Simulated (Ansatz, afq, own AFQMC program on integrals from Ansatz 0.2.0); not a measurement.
**AlGe, sextet in cc-pVTZ, levels against CCSDT(Q)**

```yaml
atoms:
  - { symbol: Ge, position_ang: [0.0000, 0.0000, 0.0000] }
  - { symbol: Al, position_ang: [0.0000, 0.0000, 2.4669] }
```

Basis cc-pVTZ. Only valence electrons are correlated. Ansatz 0.2.0 and our own AFQMC program on the same integrals; the CISD trial comes from CCSD amplitudes, and released means the phaseless constraint is let go. Uncertainties: one standard error, sampling alone. No spin–orbit coupling.

Determinant: UHF, the one that the program's search chose, which needn't be the lowest solution. The geometry is a PBE0/def2-TZVP stationary point of this or a neighbouring charge and spin state.

No full CI on the walks' own integrals is used here; CCSDT(Q) serves as the reference and is uncertain by about the last step of the cluster series.

Cautions: no relativity below Rb; no spin-orbit coupling; inner d shell frozen; another spin lies lower (by 3.78 eV); the released energies have errors that jump between times, so the bars are unsure, so no released level is given (meV from the phaseless value at times in 1/Eh: -2.5 ± 1.5 at 0.24, -36 ± 31 at 0.51, -9.4 ± 1.0 at 0.99, -2 ± 8 at 1.62, -12.0 ± 1.6 at 2.40).

The T1 diagnostic is 0.0278, the weight of the determinant in the CISD state is 0.907 and the ⟨S²⟩ of the determinant is 8.754. The size of the correlated space is 7 electrons in 58 orbitals.

| level | correlation energy (eV) |
| --- | --- |
| MP2 | -2.1830 |
| CCSD | -2.6895 |
| CCSD(T) | -2.8277 |

Estimate where phaseless AFQMC with a CISD trial lies against CCSD(T) on the same integrals.

0.50 ± 0.05 kcal/mol below CCSD(T).

Reference: CCSDT(Q), correlation energy -2.865 eV.

```json
{"level": "CCSD(T)", "E − E(reference) (kcal/mol)": "0.87", "share of correlation (%)": "98.69"}
{"level": "CCSDT", "E − E(reference) (kcal/mol)": "0.17", "share of correlation (%)": "99.74"}
{"level": "ph-AFQMC/CISD", "E − E(reference) (kcal/mol)": "0.36 ± 0.05", "share of correlation (%)": "99.45"}
```

A walk keeps the symmetry of its determinant, which the program's search chose and which needn't be the lowest solution, so a lower state of the same spin and another symmetry isn't excluded.
